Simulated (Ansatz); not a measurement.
This geometry of H3NOSi (6 atoms, charge 0, multiplicity 1) is a first-order saddle point.

Computed with RKS PBE-D4/def2-SVP in Ansatz 0.2.0.

```xyz
6
Properties=species:S:1:pos:R:3
N -0.855 0.102 -0.546
Si 0.647 -0.776 -0.594
O 1.498 0.021 0.642
H -1.610 -0.068 -1.217
H -1.065 0.880 0.090
H 1.427 -0.224 1.579
```

Problem. Which two structures does it join? (They come from a converged band through this point; their orientation in space is the band's.)

Solution. No bond is made or broken. The dihedral N1–Si2–O3–H6 goes from 0 to 180°.

Initial state:

```xyz
6
Properties=species:S:1:pos:R:3
N -0.775 0.111 -0.505
Si 0.668 -0.861 -0.641
O 1.534 -0.405 0.741
H -1.510 0.051 -1.217
H -1.029 0.784 0.227
H 1.154 0.257 1.349
```

Final state:

```xyz
6
Properties=species:S:1:pos:R:3
N -0.896 0.122 -0.592
Si 0.621 -0.702 -0.456
O 1.116 0.034 1.001
H -1.542 -0.036 -1.369
H -1.245 0.812 0.083
H 1.988 -0.293 1.287
```

Problem. How far does it lie above each of them?

Solution. 4.5 kcal/mol above the first and 6.7 kcal/mol above the second. This is the barrier of this one path; another mechanism may lie lower.

Time of the run: 43 s on 1 thread of Intel(R) Xeon(R) Platinum 8375C CPU @ 2.90GHz (Ice Lake), on a shared host, peak memory 0.12 GiB.
